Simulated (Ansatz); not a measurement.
Worked example: ideal-gas entropy of O3 (ozone)

A singlet with charge 0, relaxed at B3LYP-D4/def2-TZVP (Ansatz 0.2.0):

```xyz
3

O     0.8592   -0.5421    0.4146
O    -0.2321   -0.3220   -0.1616
O    -0.6271    0.8641   -0.2530
```

Harmonic wavenumbers in cm⁻¹: 750, 1203, 1257.

Masses in u: O 15.999. Take T = 298.15 K, p = 1 bar, R = 8.3145 J/(mol K), kT/hc = 207.22 cm⁻¹, rigid rotor and harmonic oscillator.

Compute the standard molar entropy.


1. Translation (Sackur–Tetrode): S = R[3/2 ln M + 5/2 ln T − 1.1517] with M = 47.997 gives 157.1 J/(mol K).
2. Rotation: principal moments 4.408, 37.055, 41.463 u Å² give A, B, C = 3.8245, 0.4549, 0.4066 cm⁻¹; the symmetry number is σ = 2; q = (√π/σ)√((kT/hc)³/ABC) = 3143; S = R(ln q + 3/2) = 79.4.
3. Vibration: with u = ν̃/207.22, each mode gives R[u/(eᵘ − 1) − ln(1 − e⁻ᵘ)]; the sum is 1.4, most from 750 cm⁻¹ (1.1), 1203 cm⁻¹ (0.2), 1257 cm⁻¹ (0.1).
4. Electronic: R ln 1 = 0.0, from the spin multiplicity alone.
5. Sum: 157.1 + 79.4 + 1.4 + 0.0 = 237.9 J/(mol K).

The tabulated value is 238.9 J/(mol K) (CRC Handbook of Chemistry and Physics): the model is off by -1.0.
